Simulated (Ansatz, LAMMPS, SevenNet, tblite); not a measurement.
Zinc-blende GaAs, LO phonon frequency at L

Reference value: 242 cm⁻¹ (measured, temperature not stated, not corrected to a static lattice, our sources range from 238 to 242; as tabulated in Giannozzi et al., Phys. Rev. B (1991)).

```csv
level (code),value (cm⁻¹),cell (Å³/atom)
BOP GaAs.bop.table (LAMMPS),240,22.71
GFN2-xTB (tblite),169,27.62
SevenNet-0,205,23.78
LDA (Ansatz),237,21.99
PBE (Ansatz),[?],23.70
PBE-D3(BJ) (Ansatz),234,22.85
r²SCAN (Ansatz),235,22.75
HSE06 (Ansatz),236,22.94
LC-ωPBE (Ansatz),[?],21.64
PBE0 (Ansatz),238,22.87
r²SCAN0 (Ansatz),245,22.41
Hartree–Fock (Ansatz),246,23.83
```

Question: Some entries are withheld; supply them.

Answer: 
- PBE (Ansatz, a first-principles code), value (cm⁻¹): 220
- LC-ωPBE (Ansatz), value (cm⁻¹): 263

Differences against the reference: BOP GaAs.bop.table -0.8 %, GFN2-xTB -30 %, SevenNet-0 -15.3 %, LDA -2.1 %, PBE -9.1 %, PBE-D3(BJ) -3.3 %, r²SCAN -2.9 %, HSE06 -2.5 %, LC-ωPBE +8.7 %, PBE0 -1.7 %, r²SCAN0 +1.2 %, Hartree–Fock +1.7 %.

Leaving aside GFN2-xTB (imaginary modes in this run): Once the reference is moved by up to 3.0 % (a margin picked here for doubts on the reference and the settings, and for temperature and zero-point motion) and values within 1.0 % count as equal, the nearest can be BOP GaAs.bop.table (-0.8 %), r²SCAN0 (+1.2 %), PBE0 (-1.7 %), Hartree–Fock (+1.7 %), LDA (-2.1 %), HSE06 (-2.5 %), r²SCAN (-2.9 %) or PBE-D3(BJ) (-3.3 %). By the same margin the farthest can be SevenNet-0 (-15.3 %) or LC-ωPBE (+8.7 %).

The measured value isn't corrected to a static lattice, so vibrations enter the comparison.  GFN2-xTB: the method was fitted mainly to molecules. GFN2-xTB: the run uses a supercell at the zone centre in place of a k mesh. PBE-D3(BJ): the dispersion coefficients are held fixed in the derivatives. Each level is taken at its own relaxed cell. Cutoffs and k meshes differ between the levels. Ansatz's density-functional and Hartree–Fock values are scalar-relativistic unless marked +SOC, with PAW data made under PBE.

Empirical potentials (BOP GaAs.bop.table) are fitted to chosen data: where that held the value shown, agreement is built in, and what lay outside the fit can be far off. Machine-learned potentials (SevenNet-0) are trained on DFT data: a solid inside that data is no test of them.

Differences are worked out from the printed values.
